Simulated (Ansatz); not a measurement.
This script drives Ansatz's Python interface.

`pa.py`:
```python
import logging
import sys

import ansatz as az
import numpy as np

logging.basicConfig(stream=sys.stdout, format="%(levelname)s %(message)s")
logger = logging.getLogger("h2lin")
logger.setLevel(logging.INFO)

geometry_ang = [
    ("Li", (-1.5917, -0.1256, -0.0832)),
    ("N", (0.2989, -0.1919, -0.2474)),
    ("H", (0.6186, 0.7924, -0.3554)),
    ("H", (0.7298, -0.5352, 0.6657)),
]
mol = az.Crystal.molecule()
for symbol, xyz in geometry_ang:
    mol = mol.atom(symbol, xyz)

calc = (
    mol.calculation()
    .basis(gaussian="cc-pVDZ")
    .functional("r2scan")
)
symbols = [site.symbol for site in mol.cartesian_sites]
start = np.array([site.position_ang for site in mol.cartesian_sites], dtype=float)
report = calc.relax(force_tolerance=0.01).run(threads=1, pin="off").report
end = np.array(report["positions_ang"])

away = sum((end[1] - end[j]) / np.linalg.norm(end[1] - end[j]) for j in [0, 2, 3]) + np.array([0.15, 0.1, -0.2])
proton = end[1] + 1.0 * away / np.linalg.norm(away)
acid = az.Crystal.molecule()
for symbol, place in zip(symbols, end):
    acid = acid.atom(symbol, place.tolist())
acid = acid.atom("H", proton.tolist())
protonated = (
    acid.calculation()
    .basis(gaussian="cc-pVDZ")
    .functional("r2scan")
    .charge(1)
    .relax(force_tolerance=0.01, max_steps=80)
)
after = protonated.run(threads=1, pin="off").report
xyz = np.array(after["positions_ang"])
reach = np.linalg.norm(xyz[:-1] - xyz[-1], axis=1)
logger.info(f"base {report['free_energy_ev']:.5f} eV, protonated {after['free_energy_ev']:.5f} eV")
logger.info(f"the proton ends {reach.min():.3f} A from {symbols[reach.argmin()]}{reach.argmin()}")
logger.info(f"electronic proton affinity {23.060548 * (report['free_energy_ev'] - after['free_energy_ev']):.1f} kcal/mol")
```

It is started by `python pa.py`. Estimate its wall time and peak memory on 1 thread of Arm Neoverse V2, on a shared host.

It took about 18 s, with a peak of 0.19 GiB, for 2 runs of the engine.

Running `python pa.py` prints:
```text
INFO base -1726.11268 eV, protonated -1737.98739 eV
INFO the proton ends 1.027 A from N1
INFO electronic proton affinity 273.8 kcal/mol
```

Total energies depend on the basis set; only differences at equal settings carry meaning. The proton is put on one chosen atom, which needn't be the most basic site, so the molecule's proton affinity can be higher; the ends are stationary points, not checked by frequencies, and zero-point and thermal terms count only where printed.
